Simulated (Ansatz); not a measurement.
Input for Ansatz (development build ahead of 0.2.0):

```yaml
crystal:
  periodic: [false, false, false]
  atoms:
    - { symbol: C, position_ang: [-0.04585, -0.01862, -0.6445] }
    - { symbol: F, position_ang: [-0.00355, -0.0098, 0.74305] }
    - { symbol: H, position_ang: [0.02785, -1.11888, -0.98454] }
    - { symbol: H, position_ang: [-0.88087, 0.51426, -1.02965] }
    - { symbol: H, position_ang: [0.87173, 0.46953, -1.03152] }
basis:
  gaussian: { orbitals: cc-pVDZ }
hamiltonian:
  xc: hf
correlation:
  method: mp2
  frozen_orbitals: { C: 1, F: 1, H: 0 }
```

The input is written out in the form of the current development build from the run's settings.

Results

```
Converged                       : yes
Reference energy                : -139.03980 hartree
Correlation energy              : -0.33524 hartree
Total energy                    : -139.37504 hartree
Spin squared of the determinant : 0.000
```
